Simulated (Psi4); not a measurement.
**MP2/6-311+G(d,p) run of CH5AlF− (SMILES F[CH2][AlH3-])**

What is the energy change on altering one bond length of CH5AlF− at MP2/6-311+G**? 

Program for the calculation: Psi4 1.11.

### Step 1. Starting point

CH5AlF−: 8 atoms, total charge -1, spin state singlet. As SMILES, `F[CH2][AlH3-]`. Geometry: a GFN2-xTB relaxation, a rough one for these elements and not checked as a minimum.

Bond lengths: F1–C2 1.418 Å, C2–Al3 2.073 Å, C2–H4 1.108 Å, C2–H5 1.108 Å, Al3–H6 1.605 Å, Al3–H7 1.621 Å, Al3–H8 1.605 Å. Some angles: F1–C2–Al3 126.1°, F1–C2–H4 103.6°, F1–C2–H5 103.6°, Al3–C2–H4 108.5°, Al3–C2–H5 108.8°, C2–Al3–H6 111.6°, C2–Al3–H7 99.2°, C2–Al3–H8 111.4°, H4–C2–H5 104.2°, H6–Al3–H7 111.4°.

### Step 2. The energy at MP2/6-311+G(d,p)

Contents of ch5alf.xyz:

```xyz
8
CH5AlF
F     -1.338990     1.360100    -1.094240
C     -0.580710     0.193470    -0.820250
Al     0.577840    -0.143880     0.865850
H      0.062250     0.084280    -1.716300
H     -1.320360    -0.626150    -0.914260
H     -0.315250    -0.170740     2.199610
H      1.142260    -1.618890     0.501480
H      1.772960     0.921800     0.978110
```

Contents of ch5alf.py:

```python
import psi4

psi4.set_memory('1600 MB')
psi4.set_num_threads(1)
psi4.set_output_file('output.dat', False)

with open('ch5alf.xyz') as f:
    atoms = ''.join(f.readlines()[2:])
mol = psi4.geometry('-1 1\n' + atoms + 'symmetry c1')

psi4.set_options({
    'basis': '6-311+G**',
    'puream': True,
    'e_convergence': 1e-09,
    'd_convergence': 1e-08,
    'scf_type': 'pk',
    'num_frozen_docc': 7,
    'mp2_type': 'conv',
})

e = psi4.energy("mp2")
print(f'total energy {e:.8f} hartree = {e * 27.211386:.5f} eV')
for k, v in sorted(psi4.core.scalar_variables().items()):
    print(f'{k:45s} {v:18.10f}')
```

On the command line:

```bash
python ch5alf.py
```

output.dat:

```text
[...]
  Running in c1 symmetry.
[...]
  Nuclear repulsion =   97.087999530340966
[...]
  Multiplicity = 1
[...]
  Nalpha       = 17
  Nbeta        = 17
[...]
    Number of basis functions: 104
[...]
   @RHF iter   1:  -382.09641330137930   -1.02257e+00   3.38936e-03 DIIS/ADIIS
[...]
   @RHF iter  11:  -382.17136285260887   -5.51381e-12   4.06142e-09 DIIS
[...]
    Orbital Energies [Eh]
    ---------------------
    Doubly Occupied:
       1A    -58.231131     2A    -26.090624     3A    -11.090434
       4A     -4.643500     5A     -2.959272     6A     -2.959120
       7A     -2.958824     8A     -1.391896     9A     -0.730781
      10A     -0.497807    11A     -0.488768    12A     -0.464429
      13A     -0.357014    14A     -0.329476    15A     -0.215283
      16A     -0.213571    17A     -0.206090
[...]
  @RHF Final Energy:  -382.17136285260887
   => Energetics <=
    Nuclear Repulsion Energy =             97.0879995303409657
    One-Electron Energy =                -730.8626823101001264
    Two-Electron Energy =                 251.6033199271502667
    Total Energy =                       -382.1713628526088655
[...]
 Multipole Moments:
 ------------------------------------------------------------------------------------
     Multipole            Electronic (a.u.)      Nuclear  (a.u.)        Total (a.u.)
 ------------------------------------------------------------------------------------
 L = 1.  Multiply by 2.5417464519 to convert [e a0] to [Debye]
 Dipole X            :         -3.5382128            2.6763345           -0.8618783
 Dipole Y            :          3.7629694           -3.4928088            0.2701605
 Dipole Z            :         -2.7150435            1.4900016           -1.2250419
 Magnitude           :                                                    1.5220212
[...]
	SCS-MP2 Total Energy (a.u.)        :  -382.63039516721813
	SOS-MP2 Total Energy (a.u.)        :  -382.59723218753072
	SCSN-MP2 Total Energy (a.u.)       :  -382.34646338535839
[...]
	SOS-PI-MP2 Total Energy (a.u.)     :  -382.66821041001771
[...]
	MP2 Total Energy (a.u.)            :  -382.62574290410595
[...]
```

On the terminal:

```text
total energy -382.62574290 hartree = -10411.77678 eV
CURRENT CORRELATION ENERGY                         -0.4543800515
CURRENT ENERGY                                   -382.6257429041
CURRENT REFERENCE ENERGY                         -382.1713628526
DD SOLVATION ENERGY                                 0.0000000000
HF KINETIC ENERGY                                 382.1009236447
HF POTENTIAL ENERGY                              -764.2722864973
HF TOTAL ENERGY                                  -382.1713628526
HF VIRIAL RATIO                                     2.0001843471
MP2 CORRELATION ENERGY                             -0.4543800515
MP2 DOUBLES ENERGY                                 -0.4543800515
MP2 OPPOSITE-SPIN CORRELATION ENERGY               -0.3548911124
MP2 SAME-SPIN CORRELATION ENERGY                   -0.0994889391
MP2 SINGLES ENERGY                                  0.0000000000
MP2 TOTAL ENERGY                                 -382.6257429041
NUCLEAR REPULSION ENERGY                           97.0879995303
ONE-ELECTRON ENERGY                              -730.8626823101
PCM POLARIZATION ENERGY                             0.0000000000
PE ENERGY                                           0.0000000000
SCF ITERATION ENERGY                             -382.1713628526
SCF ITERATIONS                                     11.0000000000
SCF TOTAL ENERGY                                 -382.1713628526
SCS(N)-MP2 CORRELATION ENERGY                      -0.1751005327
SCS(N)-MP2 TOTAL ENERGY                          -382.3464633854
SCS-MP2 CORRELATION ENERGY                         -0.4590323146
SCS-MP2 TOTAL ENERGY                             -382.6303951672
SCS-MP2-VDW CORRELATION ENERGY                     -0.5040050934
SCS-MP2-VDW TOTAL ENERGY                         -382.6753679461
SOS-MP2 CORRELATION ENERGY                         -0.4258693349
SOS-MP2 TOTAL ENERGY                             -382.5972321875
SOS-PI-MP2 CORRELATION ENERGY                      -0.4968475574
SOS-PI-MP2 TOTAL ENERGY                          -382.6682104100
TWO-ELECTRON ENERGY                               251.6033199272
```

Wall time 6.9 s (1 thread of Intel Xeon Platinum 8375C at 2.90GHz (Ice Lake), shared host); peak memory 0.66 GiB.

### Step 3. The distorted shape at the same level

Contents of calc.in:

```
memory 1.6 GB

molecule {
  -1 1
  F     -1.452707     1.535056    -1.135330
  C     -0.580710     0.193470    -0.820250
  Al     0.577840    -0.143880     0.865850
  H      0.062250     0.084280    -1.716300
  H     -1.320360    -0.626150    -0.914260
  H     -0.315250    -0.170740     2.199610
  H      1.142260    -1.618890     0.501480
  H      1.772960     0.921800     0.978110
  symmetry c1
}

set {
  basis           6-311+G**
  puream          true
  e_convergence   1e-09
  d_convergence   1e-08
  scf_type        pk
  num_frozen_docc 7
  mp2_type        conv
}

energy_value = energy("mp2")
print_variables()
```

On the command line:

```bash
psi4 -n 1 calc.in calc.out
```

calc.out:

```text
[...]
  Running in c1 symmetry.
[...]
  Nuclear repulsion =   92.829683702595190
[...]
  Multiplicity = 1
[...]
  Nalpha       = 17
  Nbeta        = 17
[...]
    Number of basis functions: 104
[...]
   @RHF iter   1:  -382.07805854711597   -1.28425e+00   3.46624e-03 ADIIS/DIIS
[...]
   @RHF iter  12:  -382.15458736717045   -8.46967e-12   4.73960e-09 DIIS
[...]
    Orbital Energies [Eh]
    ---------------------
    Doubly Occupied:
       1A    -58.242909     2A    -26.064149     3A    -11.115776
       4A     -4.655010     5A     -2.970842     6A     -2.970547
       7A     -2.970362     8A     -1.322161     9A     -0.733214
      10A     -0.450253    11A     -0.434207    12A     -0.416014
      13A     -0.366571    14A     -0.353942    15A     -0.231350
      16A     -0.224315    17A     -0.220090
[...]
  @RHF Final Energy:  -382.15458736717045
   => Energetics <=
    Nuclear Repulsion Energy =             92.8296837025951902
    One-Electron Energy =                -722.4851159379390992
    Two-Electron Energy =                 247.5008448681734876
    Total Energy =                       -382.1545873671704499
[...]
 Multipole Moments:
 ------------------------------------------------------------------------------------
     Multipole            Electronic (a.u.)      Nuclear  (a.u.)        Total (a.u.)
 ------------------------------------------------------------------------------------
 L = 1.  Multiply by 2.5417464519 to convert [e a0] to [Debye]
 Dipole X            :         -3.4648483            2.8801686           -0.5846796
 Dipole Y            :          3.6889760           -3.8064120           -0.1174360
 Dipole Z            :         -2.6551736            1.5636542           -1.0915194
 Magnitude           :                                                    1.2438071
[...]
	SCS-MP2 Total Energy (a.u.)        :  -382.61895362396274
	SOS-MP2 Total Energy (a.u.)        :  -382.58567539684896
	SCSN-MP2 Total Energy (a.u.)       :  -382.33029640633146
[...]
	SOS-PI-MP2 Total Energy (a.u.)     :  -382.65752340179540
[...]
	MP2 Total Energy (a.u.)            :  -382.61366207324409
[...]
```

It took 6.9 s on 1 thread of Intel Xeon Platinum 8375C at 2.90GHz (Ice Lake), shared host; peak memory 0.66 GiB.

### Step 4. Summary of results

At MP2/6-311+G**, 7 core orbitals frozen:

| quantity | value |
| --- | --- |
| first shape: total energy | -382.62574 Eh |
| first shape: HOMO energy (Hartree–Fock orbitals) | -5.61 eV |
| first shape: LUMO energy (Hartree–Fock orbitals) | 4.82 eV |
| first shape: HOMO–LUMO gap (to an unbound level, set by the basis) | 10.43 eV |
| first shape: correlation energy (7 core orbitals frozen) | -454.4 mEh |
| distorted shape: total energy | -382.61366 Eh |
| distorted shape: HOMO energy (Hartree–Fock orbitals) | -5.99 eV |
| distorted shape: LUMO energy (Hartree–Fock orbitals) | 4.74 eV |
| distorted shape: HOMO–LUMO gap (to an unbound level, set by the basis) | 10.73 eV |
| distorted shape: correlation energy (7 core orbitals frozen) | -459.1 mEh |
| energy change with the F1–C2 bond stretched from 1.418 to 1.631 Å | 0.329 eV |

With the F1–C2 bond stretched from 1.418 to 1.631 Å the energy rises by 0.33 eV (7.6 kcal/mol). The first shape isn't relaxed at this level, so the change isn't measured from a minimum.
